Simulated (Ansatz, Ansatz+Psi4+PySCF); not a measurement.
```yaml
atoms:
  - { symbol: Be, position_ang: [0.0000, 0.0000, 0.0000] }
  - { symbol: F, position_ang: [0.0000, 0.0000, 1.4154] }
```

Basis set: cc-pCVTZ on Be; cc-pVTZ on F (spherical functions). Left uncorrelated: 1 orbital. Charge 0, multiplicity 2.

Computed with Ansatz (development build ahead of 0.2.0); the reference of a correlated method needn't be the lowest determinant of its kind.

The atomization energy at this shape (free ground-state atoms in the same class of orbitals less the molecule, no zero-point energy) of doublet BeF:

```json
{"method": "UHF-CCSD", "atomization energy": "128.60 kcal/mol"}
```

(1) What does UHF-CCSD(T) give?

Answers

(1) 131.47 kcal/mol. Caution: the reference determinant was not shown to be the lowest.
